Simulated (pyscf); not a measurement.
Thermochemistry of product channels of PH₂• (SMILES [PH2]) + H₂O (SMILES O) on the doublet surface, in kcal/mol, from ωB97M-D3(BJ)/def2-TZVP energies (ideal gas, 1 atm, RRHO with modes under 100 cm⁻¹ raised to 100, one conformer, R ln 2 for rigid chiral ones). Single points on ωB97X-D3(BJ)/def2-SVP structures (PySCF, gas phase).

```csv
products,ΔE,ΔH(298 K),ΔG(600 K),ΔG(1200 K)
•O–PH₂ (SMILES [O]P) + H₂ (SMILES [H][H]),+10.5,+6.9,+10.3,+12.5
HO–PH• (SMILES O[PH]) + H₂ (SMILES [H][H]),…,+0.1,+2.9,+4.4
PH₃ (SMILES P) + O (SMILES [O]) [triplet] + H• (SMILES [H]),…,+133.8,+122.5,+109.4
PH (SMILES [PH]) [triplet] + H₂ (SMILES [H][H]) + OH• (SMILES [OH]),…,+90.3,+75.0,+58.0
```

Complete the blanks.


- HO–PH• (SMILES O[PH]) + H₂ (SMILES [H][H]), ΔE: +2.2
- PH₃ (SMILES P) + O (SMILES [O]) [triplet] + H• (SMILES [H]), ΔE: +139.9
- PH (SMILES [PH]) [triplet] + H₂ (SMILES [H][H]) + OH• (SMILES [OH]), ΔE: +95.9

These are energies of the channels, which say nothing of barriers. Left out: orbital degeneracy and the spin-orbit lowering of OH, O.
